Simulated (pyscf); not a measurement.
PySCF, gas phase, ωB97X-D3(BJ)/def2-SVP geometries.

### Question
For the elementary gas-phase step `[OH][In]([OH])[OH]` + `[SH2]` → `[OH][In]([OH])[O][SH]` + `[H][H]` (singlet surface; H–O, H–S broken, O–S, H–H formed), what barrier and reaction energy does ωB97M-D3(BJ)/def2-TZVP give, measured from the separated reactants?…

### Answer
ΔE‡ = 3.51 eV, ΔE = +1.56 eV. Zero-point energy shifts the barrier by -0.04 eV. It is a four-centre exchange, with an imaginary mode of 1062i cm⁻¹. On the reactant side the descent ends in an adduct with a In–S contact (not fully relaxed), 0.70 eV under the separated species and 4.12 eV under the saddle at ωB97X-D3(BJ)/def2-TZVP. On the product side the descent ends in an adduct with a In–S contact (not fully relaxed), 0.06 eV under the separated species and 2.08 eV under the saddle at ωB97X-D3(BJ)/def2-TZVP. At ωB97X-D3(BJ)/def2-TZVP the barrier from the zero used here is 3.42 eV. The same reactants have a lower exit, to HO–In(OH)–SH + H₂O (barrier -0.35 eV at ωB97M-D3(BJ)/def2-TZVP, against +3.51 eV here). HO–In(OH)–O–SH is closed by a dative In–S contact. This is the saddle that the search found; another between the same sides may lie lower. Elements past Kr carry the def2 core potentials, without spin-orbit coupling.
